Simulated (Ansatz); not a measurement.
**Band gap of BaHgSnS₄ (Ama2, No. 40; structure not from a measured cell) at several levels of theory**

No measured value is used here.

**Question.** Put these levels in order of the band gap that they give for BaHgSnS₄ (Ama2, No. 40; structure not from a measured cell), smallest first: HSE06+SOC (Ansatz, a quantum-chemistry and plane-wave program), LDA (Ansatz), r²SCAN+SOC (Ansatz).

**Answer.** LDA (1.73 eV), r²SCAN+SOC (2.32 eV), HSE06+SOC (2.90 eV)

Computed values are for a static lattice. Spin–orbit coupling is included only where a level's name says +SOC; with heavier elements it mostly lowers gaps and can invert bands.  Values are at the PBEsol cell. Cutoffs and k meshes differ between the levels. Ansatz's density-functional and Hartree–Fock values are scalar-relativistic unless marked +SOC, with PAW data made under PBE.
